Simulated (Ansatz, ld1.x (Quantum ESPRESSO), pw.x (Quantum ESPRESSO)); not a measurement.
## As: one change to the ultrasoft potential, in the atom and in the bcc crystal

As (Z = 33), ultrasoft, made with ld1.x (Quantum ESPRESSO) 7.5 (LDA (PW92), scalar-relativistic). Core [Ar] 3d10, reference 4s2 4p2.75 (charge +0.25). Waves: 4s (bound): rcut 1.30, rcutus 1.50 bohr; 4s channel at 3.5 Ry: rcut 1.30, rcutus 1.50 bohr; 4p (bound): rcut 1.45, rcutus 1.90 bohr; 4p channel at 0.05 Ry: rcut 1.45, rcutus 1.90 bohr; 4d channel at -0.1 Ry: rcut 1.25, rcutus 1.70 bohr. Local part: all-electron potential smoothed inside 1.35 bohr (lloc = -1). Core correction: a·sin(br)/r model core, default radius (core density twice the valence density). Augmentation charge: PSQ, inside the norm-conserving radii.

Change: wave 4d channel at -0.1 Ry: rcut 1.25, rcutus 1.70 bohr becomes 4d channel at 0.07 Ry: rcut 1.25, rcutus 1.70 bohr.

Cutoffs, loose and tight: the cutoffs (Ry, on a coarse ladder) from which the occupation-weighted sum of valence levels, in a spherical-Bessel basis at the reference potential, stays within 10 and 1 mRy of its value at 400 Ry. They do not see the model core or the augmentation charge, which bear on the density cutoff. Test errors are all-electron minus pseudo excitation energies from the reference, over the configurations 4s2 4p3; 4s2 4p2; 4s2 4p1; 4s1 4p0; 4s0 4p5; 4s2 4p0; 4s1 4p3 (two spin-polarised tests are not counted in the largest error); variants that change the core or the reference have their own tests.

Crystal test: bcc As in pw.x 7.5, no spin, 14³ k-points, Fermi–Dirac smearing 0.01 Ry, cutoffs set for each file from its atomic test. The reference is all-electron LAPW (Ansatz 0.2.0) with the same functional, mesh and smearing; V0 and B0 come from Birch–Murnaghan fits to the pressures at five volumes. Errors are pseudo minus all-electron; Δ is the rms difference of the E(V) curves that follow from these fits, minima aligned, over ±6 % about the mean V0. Mesh and smearing are coarse, so the numbers serve the comparison and aren't converged zero-temperature values; the lattice is a test structure that the element need not adopt.

All-electron: a0 = 3.295 Å (V0 = 17.88 Å³/atom), B0 = 97.1 GPa.

Task: Does the change bring the crystal closer to the all-electron result?

Result: The mean pressure error goes from -0.54 to -0.77 GPa, so the change moves the solid further from the all-electron pressures.

```csv
quantity,base,changed
outcome (atom),generated,generated
"cutoff, loose (atom)",18 Ry,18 Ry
"cutoff, tight (atom)",30 Ry,30 Ry
bound ghosts (atom),none,none
largest test error (meV) (atom),-444,-444
cutoffs in pw.x (Ry),40/400,40/400
a0 (Å),3.288,3.286
a0 error (%),-0.18,-0.26
B0 error (%),+0.8,+0.9
Δ (meV/atom),2.1,3.0
mean pressure error (GPa),-0.54,-0.77
```

 The atomic cutoffs weigh occupied waves only.
